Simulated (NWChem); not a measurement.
The numbers come from NWChem runs, not from measurements. System: hydrogen peroxide (H$_{2}$O$_{2}$), charge 0, spin multiplicity 1, at a geometry optimised with PBE0/def2-SVP. Level: G0W0@PBE0/def2-SVP, RI basis def2-svp-rifit.

NWChem printed:

```
             Northwest Computational Chemistry Package (NWChem) 7.3.0
             --------------------------------------------------------

                                NWChem Input Module
                                -------------------

 Scaling coordinates for geometry "geometry" by  1.889725989
 (inverse scale =  0.529177249)

 Turning off AUTOSYM since
 SYMMETRY directive was detected!

                             Geometry "geometry" -> ""
                             -------------------------

 Output coordinates in angstroms (scale by  1.889725989 to convert to a.u.)

  No.       Tag          Charge          X              Y              Z
 ---- ---------------- ---------- -------------- -------------- --------------
    1 O                    8.0000    -0.29424000     0.64533100    -0.05470600
    2 O                    8.0000     0.29424000    -0.64533100    -0.05470600
    3 H                    1.0000     0.36729300     1.15027600     0.43764800
    4 H                    1.0000    -0.36729300    -1.15027600     0.43764800

 Effective nuclear repulsion energy (a.u.)      37.3948476217

            Nuclear Dipole moment (a.u.)
            ----------------------------
        X                 Y               Z
 ---------------- ---------------- ----------------
     0.0000000000     0.0000000000     0.0000000000

      Symmetry information
      --------------------

 Group name             C2
 Group number              4
 Group order               2
 No. of unique centers     2

      Symmetry unique atoms

     1    3


 Summary of "ao basis" -> "" (spherical)
 ------------------------------------------------------------------------------
       Tag                 Description            Shells   Functions and Types
 ---------------- ------------------------------  ------  ---------------------
 *                          def2-svp                  on all atoms

 new library libraries.bse/

 Summary of "ri basis" -> "" (spherical)
 ------------------------------------------------------------------------------
       Tag                 Description            Shells   Functions and Types
 ---------------- ------------------------------  ------  ---------------------
 *                       def2-svp-rifit               on all atoms

                                 NWChem DFT Module
                                 -----------------

 Summary of "ao basis" -> "ao basis" (spherical)
 ------------------------------------------------------------------------------
[...]
  ----- ------------  ---------------      ----- ------------  ---------------
    30      0.848499  3 H  s                 35     -0.848499  4 H  s
     8     -0.557525  1 O  py                22     -0.557525  2 O  py
     5     -0.403812  1 O  py                19     -0.403812  2 O  py
     9     -0.140877  1 O  pz                23      0.140877  2 O  pz
    29      0.137771  3 H  s                 34     -0.137771  4 H  s

 center of mass
 --------------
 x =   0.00000000 y =   0.00000000 z =  -0.04822971

 moments of inertia (a.u.)
 ------------------
          58.739939312058          18.650628297853           0.000000000000
          18.650628297853          12.502881906606           0.000000000000
           0.000000000000           0.000000000000          67.959897845836

     Multipole analysis of the density
     ---------------------------------

     L   x y z        total         alpha         beta         nuclear
     -   - - -        -----         -----         ----         -------
     0   0 0 0     -0.000000     -9.000000     -9.000000     18.000000

     1   1 0 0     -0.000000     -0.000000     -0.000000      0.000000
     1   0 1 0     -0.000000     -0.000000     -0.000000      0.000000
     1   0 0 1      0.707554      0.353777      0.353777      0.000000

     2   2 0 0     -8.746828     -7.328547     -7.328547      5.910265
     2   1 1 0      2.011331      4.921585      4.921585     -7.831838
     2   1 0 1     -0.000000     -0.000000     -0.000000      0.000000
     2   0 2 0     -6.338167    -19.791501    -19.791501     33.244835
     2   0 1 1      0.000000      0.000000      0.000000      0.000000
     2   0 0 2     -8.461763     -5.000366     -5.000366      1.538970

 Task  times  cpu:        0.6s     wall:        0.6s

                                NWChem Input Module
                                -------------------

                                 NWChem GW Module
                                 ----------------

                             ***********************
                             ***        GW       ***
                             ***********************

 Summary of "ri basis" -> "ri basis" (spherical)
 ------------------------------------------------------------------------------
       Tag                 Description            Shells   Functions and Types
 ---------------- ------------------------------  ------  ---------------------
 O                       def2-svp-rifit             16       48   6s5p4d1f
 H                       def2-svp-rifit              6       14   3s2p1d

                 Memory Information
                 ------------------
          Available GA per process is          1700.0 MBs
          Available stack per process is        700.0 MBs
          Available heap per process is           0.0 MBs

          Peak memory in Initialization
              Peak GA per process is                  0.5 MBs
              Peak stack per process is               0.0 MBs
              Peak heap per process is                0.6 MBs
              Memory not in MA per process            0.0 MBs

          Peak memory in AFF Calculation
              Peak GA per process is                  1.1 MBs
              Peak stack per process is               0.5 MBs
              Peak heap per process is                0.0 MBs
              Memory not in MA per process            0.5 MBs

          Computing 2-center integrals
          Computing Inverse Cholesky factor
          Computing 3-center integrals
          Computing V_xc ...

          Computing Sigma_x
          Computing RPA polarizability
          Solving quasiparticle equations

                  Alpha Orbitals
          State     Energy (eV)     Error (eV)
          -----------------------------------
@GW         6        -16.753           0.002
@GW         7        -14.647           0.002
@GW         8        -11.918           0.002
@GW         9        -10.573           0.002
@GW        10          4.940           0.002
@GW        11          4.499           0.002

   Applying  -2.9421 eV scissor-shift to rest of particle states

   Applying   3.4717 eV scissor-shift to rest of hole states

     GW Timing Statistics
   ------------------------
   Init.   :          0.0s
     ERIs  :          0.1s
     Distr.:          0.0s
     Vxc   :          0.1s
   Sigma_x :          0.0s
   RPA     :          0.0s
   Wmn     :          0.0s
   Sigma_c :          0.0s
   GW total:          0.2s

 Task  times  cpu:        0.2s     wall:        0.2s

 Total times  cpu:        0.8s     wall:        0.8s
```

**Question.** Write an NWChem input that would produce this output.

**Answer.** This is not unique; one that fits is 
```
start mol
memory heap 200 mb stack 700 mb global 1700 mb
geometry units angstroms nocenter noautoz
  O     -0.294240     0.645331    -0.054706
  O      0.294240    -0.645331    -0.054706
  H      0.367293     1.150276     0.437648
  H     -0.367293    -1.150276     0.437648
  symmetry group C2
end
basis spherical
  * library def2-svp
end
basis "ri basis" bse spherical
  * library def2-svp-rifit
end
dft
  xc pbe0
  iterations 100
  direct
  tolerances tight
end
task dft energy
gw
  states alpha occ 4 vir 2
end
task dft gw
```
